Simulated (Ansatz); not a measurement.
**CCSD(T) forces**

CH2Cl (SMILES [CH2+]Cl) (charge +1), closed shell, displaced at random from a GFN2-xTB minimum.

| atom | x (Å) | y (Å) | z (Å) |
| --- | --- | --- | --- |
| C1 | -0.1694 | 0.0208 | 0.0591 |
| Cl2 | 1.3324 | 0.2594 | 0.5922 |
| H3 | -0.6221 | -0.9627 | 0.1021 |
| H4 | -0.4000 | 0.7753 | -0.7598 |

Ansatz 0.2.0; basis: def2-TZVPP; cores frozen in the correlated methods.

CCSD(T) forces from the calculation:
| atom | Fx | Fy | Fz (eV/Å) |
| --- | --- | --- | --- |
| C1 | 1.665 | 0.940 | -2.861 |
| Cl2 | -0.470 | -0.223 | 0.659 |
| H3 | -0.477 | 0.065 | 0.745 |
| H4 | -0.718 | -0.781 | 1.457 |

Which atom feels the largest CCSD(T) force, and how large is it?

C1, 3.44 eV/Å, along (0.48, 0.27, -0.83).

Root-mean-square difference of the force components from those of CCSD(T): PBE0-D4 0.195; wB97M-V 0.164; r2SCAN-D4 0.084; PBE-D4 0.164; r2SCAN0-D4 0.238; BHLYP-D4 0.258 eV/Å.

T1 diagnostic: at most 0.026. The T1 diagnostic is large here, which may signal multireference character or strong orbital relaxation, so CCSD(T) is less sure. These are differences at one structure, and CCSD(T) in triple zeta is itself an approximation.

For scale, one of the runs: CCSD(T)/def2-TZVPP forces, 101 basis functions (an equivalent command: `ansatz run in.yaml --threads 4`). Hardware: 4 CPU threads, shared host. Wall time about 4 s.
